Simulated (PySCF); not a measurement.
# n-ethylisopropylamine (C5H13N): geometry, NMR shifts, spin-spin couplings and electronic excitations

What NMR shifts, spin-spin couplings and electronic excitations should n-ethylisopropylamine (C5H13N) (`CCNC(C)C`) show?

Programs: PySCF 2.14.0, with density-fitted response routines of our own. Each step states its level of theory. These are calculated values for one molecule in the gas phase, unless marked as measured. Atoms are numbered from 0 throughout.

## Step 1: The molecule as given

19 atoms, charge 0, multiplicity 1; geometry from: MMFF94s.

Bonds of the start (Å): C0–C1 1.52, C1–N2 1.46, N2–C3 1.47, C3–C4 1.53, C3–C5 1.53, C0–H6 1.10, C0–H7 1.09, C0–H8 1.10, C1–H9 1.10, C1–H10 1.09, N2–H11 1.02, C3–H12 1.10, C4–H13 1.10, C4–H14 1.10, C4–H15 1.10, C5–H16 1.09, C5–H17 1.10, C5–H18 1.10.

## Step 2: Relaxing the molecule at PBE0-D3(BJ)/def2-SVP

The job: settings as JSON, then the geometry in Å.

```
{"job": {"xc": "PBE0", "basis": "def2-SVP", "d3": "d3bj", "grid": 1, "kind": "geom"}, "charge": 0, "multiplicity": 1}
C      2.691564     0.541490    -0.151171
C      1.462006    -0.232698     0.302635
N      0.252785     0.506844    -0.059255
C     -0.976105    -0.115809     0.451711
C     -2.130122     0.874022     0.268725
C     -1.302862    -1.422584    -0.273109
H      2.685893     0.693216    -1.235899
H      3.600846    -0.010819     0.107188
H      2.745036     1.522527     0.332973
H      1.515305    -0.379122     1.387430
H      1.476543    -1.215634    -0.178577
H      0.325226     1.456690     0.306183
H     -0.875338    -0.313276     1.526220
H     -1.938981     1.807302     0.810325
H     -3.064753     0.454630     0.656975
H     -2.285372     1.120593    -0.787837
H     -0.553053    -2.194370    -0.073483
H     -1.360092    -1.275138    -1.357442
H     -2.268526    -1.817865     0.061208
```

Started as:

```bash
$ OMP_NUM_THREADS=1 python probes_run.py task.json out
```

One launch serves the whole session: the jobs run in the order shown.

**Question.** This job is followed by: GIAO PBE0/pcSseg-1 NMR shielding, non-relativistic, gas phase; B3LYP/pcJ-1 indirect spin-spin coupling, non-relativistic, gas phase; TDDFT B3LYP/def2-SVPD, vertical, gas phase, core orbitals frozen in the response; GIAO mPW1PW91/pcSseg-1 NMR shielding, non-relativistic, gas phase. What will the session give for the following? point group; rotational constants (main isotopes); 13C shifts against TMS (PBE0/pcSseg-1, means over atoms taken as alike); 1H shifts against TMS (PBE0/pcSseg-1, means over atoms taken as alike); 15N shifts against NH3 (PBE0/pcSseg-1); surface potential, 1st and 99th percentile; largest coupling of the table (B3LYP/pcJ-1); lowest singlet (B3LYP/def2-SVPD); brightest single state of those computed; lowest triplet; vertical ionisation energy (ΔSCF); range of the shift of N2.

**Answer**, as computed:

```
                                                               quantity                              value
                                                            point group                                 C1
                                   rotational constants (main isotopes)               6.76, 1.85, 1.57 GHz
13C shifts against TMS (PBE0/pcSseg-1, means over atoms taken as alike)         50.7, 44.4, 24.7, 17.9 ppm
 1H shifts against TMS (PBE0/pcSseg-1, means over atoms taken as alike)  2.57, 2.50, 1.15, 1.00, -0.39 ppm
                                 15N shifts against NH3 (PBE0/pcSseg-1)                           81.7 ppm
                                  surface potential, 1st and 99th percentile                 -1.53 V and 1.09 V
                            largest coupling of the table (B3LYP/pcJ-1)            1J(C,H) C1–H9, 135.4 Hz
                                       lowest singlet (B3LYP/def2-SVPD)        5.70 eV (217 nm), f = 0.006
                               brightest single state of those computed        state 4, 6.67 eV, f = 0.095
                                                         lowest triplet                            5.52 eV
                                      vertical ionisation energy (ΔSCF)                            8.51 eV
                                               range of the shift of N2                   80.5 to 81.7 ppm
```

**Reading.** H12 (hydrogen on an sp3 CH bonded to N) lies farthest downfield among hydrogen, at 2.57 ppm; its carbon carries N, an electronegative neighbour. At PBE0/pcSseg-1: The largest span, 90 ppm, is at N2, where the paramagnetic term is -139 ppm. In the run at B3LYP/pcJ-1, the largest coupling of the table is C1–H9 (mean over like pairs), 135.4 Hz, of which the Fermi-contact term gives 133.9 Hz. Couplings across rotatable bonds belong to this one conformer; where others are populated, the observed values are averages. The lowest singlet, at 5.70 eV, is HOMO→LUMO 0.96 and is weak; of the 10 states computed, the strongest absorption comes from state 4 at 6.67 eV. The lowest triplet lies 0.19 eV below the lowest singlet (triplets in Tamm-Dancoff, singlets in full TDDFT). At B3LYP/def2-SVPD, the highest states lie near or above the ionisation energy, where they hang on the basis. The orbital energy would give 6.18 eV for ionisation, ΔSCF gives 8.51 eV. Across the 2 runs the shift of N2 moves most, between 80.5 (mPW1PW91/pcSseg-1) and 81.7 ppm (PBE0/pcSseg-1). Most of that comes from the computed reference, not from the atom's own shielding.
